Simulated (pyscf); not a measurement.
Structures and frequencies: ωB97X-D3(BJ)/def2-SVP in PySCF.

**Question.** For the elementary gas-phase step H₂S (SMILES S) + GeH₂ (SMILES [GeH2]) [singlet] → HS–GeH₃ (SMILES [SH][GeH3]) (singlet surface; H–S broken, Ge–S, Ge–H formed), what barrier and reaction energy does B3LYP-D3(BJ)/def2-TZVP give, measured from the separated reactants?

**Answer.** ΔE‡ = 1.5 kcal/mol, ΔE = -47.5 kcal/mol. CCSD(T)/def2-TZVPP + ΔMP2(QZVPP) gives 2.4 kcal/mol and -50.8 kcal/mol. Zero-point energy shifts the barrier by +1.8 kcal/mol. It is an insertion, with an imaginary mode of 1148i cm⁻¹. On the reactant side the descent ends in an adduct with a Ge–S contact, 18.2 kcal/mol under the separated species and 21.0 kcal/mol under the saddle at ωB97X-D3(BJ)/def2-TZVP. What is counted as formed (Ge–S) is already present as a longer contact in the reactant adduct; forming that adduct is a step of its own. The same reactants have a lower exit, to HS–GeH: [singlet] + H₂ (barrier 0.0 kcal/mol at ωB97M-D3(BJ), against +6.4 kcal/mol here). One saddle was located; it need not be the lowest between these sides. The CCSD(T) − MP2 part came from Ansatz, without density fitting, on the same reference. The frozen core leaves the outer d or s,p core shells of the metals and heavy elements correlated in the MP2 and CC values, and def2-TZVPP describes them poorly, which can shift differences by a few kcal/mol. Elements up to Kr have no core potential and no relativistic terms here.
